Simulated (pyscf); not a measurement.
Thermochemistry of product channels of `[SH]` [doublet] + `[SiH4]` on the doublet surface, in eV, from ωB97M-D3(BJ)/def2-TZVP energies (ideal gas, 1 atm, RRHO with modes under 100 cm⁻¹ raised to 100, one conformer, R ln 2 for rigid chiral ones). Structures and frequencies: ωB97X-D3(BJ)/def2-SVP in PySCF.

| products | ΔE | ΔH(298 K) | ΔG(298 K) | ΔG(1200 K) |
|---|---|---|---|---|
| `[SiH2][SH]` [doublet] + `[H][H]` | -0.35 | -0.40 | -0.44 | -0.65 |
| `[SiH3][S]` [doublet] + `[H][H]` | -0.40 | -0.45 | -0.46 | -0.56 |

These are energies of the channels, which say nothing of barriers. Left out: orbital degeneracy and the spin-orbit lowering of SH.
